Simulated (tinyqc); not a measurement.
Extended Hueckel theory, for PH3, step by step. Computed by tinyqc, a small Python program that keeps every step (integrals from PySCF). Settings: charge = 0, K = 1.75, weighted = 1, multiplicity = 1. Command: `OMP_NUM_THREADS=1 python tinyqc.py 25074 25075 out.jsonl` (the two numbers bound the seeds that draw the settings). One thread of a shared host (Intel(R) Xeon(R) Processor @ 2.60GHz), about 0.01 s of CPU time with the checks.

## Overlaps

Geometry (angstrom):
```
atom          x          y         z
P      0.000000   0.000000  0.379000
H      1.398000   0.000000  0.000000
H     -0.699000   1.211000  0.000000
H     -0.699000  -1.211000  0.000000
```

Parameters chosen for this run:
```
element  shell  Slater exponent   H_ii (eV)
P           3s         1.750000  -18.600000
P           3p         1.300000  -14.000000
H           1s         1.300000  -13.600000
```

Slater orbitals, each expanded in six Gaussians scaled to its exponent.

overlap S, lower triangle:
```
           1P 3s     1P 3px     1P 3py     1P 3pz     2H 1s     3H 1s     4H 1s
1P 3s   1.000000
1P 3px  0.000000   1.000000
1P 3py  0.000000   0.000000   1.000000
1P 3pz  0.000000   0.000000   0.000000   1.000000
2H 1s   0.381086   0.519805   0.000000  -0.140920  1.000000
3H 1s   0.380980  -0.259830   0.450149  -0.140881  0.048904  1.000000
4H 1s   0.380980  -0.259830  -0.450149  -0.140881  0.048904  0.048865  1.000000
```

## Wolfsberg-Helmholz matrix

diagonal H_ii (eV): 1P 3s -18.600000, 1P 3px -14.000000, 1P 3py -14.000000, 1P 3pz -14.000000, 2H 1s -13.600000, 3H 1s -13.600000, 4H 1s -13.600000

K = 1.750000

H_ij = K' S_ij (H_ii + H_jj)/2 for i != j (the diagonal keeps H_ii), with K' = K + D^2 + D^4 (1 - K), D = (H_ii - H_jj)/(H_ii + H_jj), K = 1.75.

H (eV), lower triangle:
```
             1P 3s      1P 3px      1P 3py      1P 3pz       2H 1s       3H 1s       4H 1s
1P 3s   -18.600000
1P 3px    0.000000  -14.000000
1P 3py    0.000000    0.000000  -14.000000
1P 3pz    0.000000    0.000000    0.000000  -14.000000
2H 1s   -10.882355  -12.554801    0.000000    3.403626  -13.600000
3H 1s   -10.879330    6.275649  -10.872405    3.402677   -1.163915  -13.600000
4H 1s   -10.879330    6.275649   10.872405    3.402677   -1.163915   -1.162981  -13.600000
```

## Orbitals

valence electrons = 8

Solve H C = S C e through S^(-1/2); fill by pairs from the bottom, a degenerate level sharing its electrons equally; each orbital has its largest coefficient positive (the first on a tie).

orbital energies (eV): -21.475906  -17.745736  -17.745497  -14.285466  6.430469  6.431439  7.954138

occupations: 2.000000  2.000000  2.000000  2.000000  0.000000  0.000000  0.000000

coefficients:
```
              MO1        MO2        MO3        MO4        MO5        MO6        MO7
1P 3s    0.667068   0.000000  -0.000083   0.246754  -0.005411   0.000000   1.103042
1P 3px   0.000026   0.000000   0.580148   0.000006   1.185639   0.000000   0.006133
1P 3py   0.000000   0.580126   0.000000   0.000000   0.000000   1.185700   0.000000
1P 3pz  -0.035878   0.000000  -0.000004   0.953567   0.002143   0.000000  -0.433852
2H 1s    0.237094   0.000000   0.434951  -0.065254  -1.012427   0.000000  -0.707099
3H 1s    0.237021   0.376710  -0.217528  -0.065272   0.511435  -0.879809  -0.699227
4H 1s    0.237021  -0.376710  -0.217528  -0.065272   0.511435   0.879809  -0.699227
```

sum of one-electron energies = -142.505209 eV

Within a degenerate level the vectors are fixed only up to a rotation; this is one choice.

## Mulliken analysis

P = C n C^T; charge = valence electrons (P 5, H 1) minus the sum of (P S)_ii on the atom; overlap population = 2 sum P_ij S_ij between two atoms.

charges: 1P -0.350591, 2H 0.116857, 3H 0.116867, 4H 0.116867

Overlap populations:
```
pair      value
2-1    0.781033
3-1    0.780950
3-2   -0.006682
4-1    0.780950
4-2   -0.006682
4-3   -0.006675
```
